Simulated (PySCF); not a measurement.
Isomers of C3H11P3, one conformer each; single-point electronic energies without zero-point terms and without any empirical dispersion term.

Level: PBE0/pcSseg-1 in PySCF, non-relativistic, each on one gas-phase PBE0-D3(BJ)/def2-SVP geometry that isn't relaxed in the solvent. The solvent is an IEF-PCM continuum (cavity from Bondi-type radii × 1.2). The model holds no explicit solvent molecules, cavitation or dispersion.

```
    isomer  relative energy, gas (kcal/mol)  dipole (D)
`CP(P)CCP`                              0.0        0.77
`CP(CP)CP`                              5.5        1.25
```

How do the relative energies look in dichloromethane (ε = 8.93)?

```json
{"isomer": "`CP(P)CCP`", "relative energy, solvent (kcal/mol)": "0.0", "E(solvent) − E(gas) (kcal/mol)": "-4.1", "dipole in solvent (D)": "1.00"}
{"isomer": "`CP(CP)CP`", "relative energy, solvent (kcal/mol)": "5.3", "E(solvent) − E(gas) (kcal/mol)": "-4.4", "dipole in solvent (D)": "1.78"}
```

The order is unchanged. Conformers: `[CH3:1][P:2]([PH2:3])[CH2:4][CH2:5][PH2:6]` with C1–P2–P3–H 175° and 83°, C1–P2–C4–C5 -76°, P2–C4–C5–P6 -177°, C4–C5–P6–H 47° and -47°; `[CH3:1][P:2]([CH2:3][PH2:4])[CH2:5][PH2:6]` with C1–P2–C3–P4 73°, P2–C3–P4–H -56° and 38°, C1–P2–C5–P6 -72°, P2–C5–P6–H -164° and -70°. `CP(CP)CP` gains most from the continuum, and it has the largest gas-phase dipole. The gains span 0.3 kcal/mol, the gas-phase energies 5.5 kcal/mol.
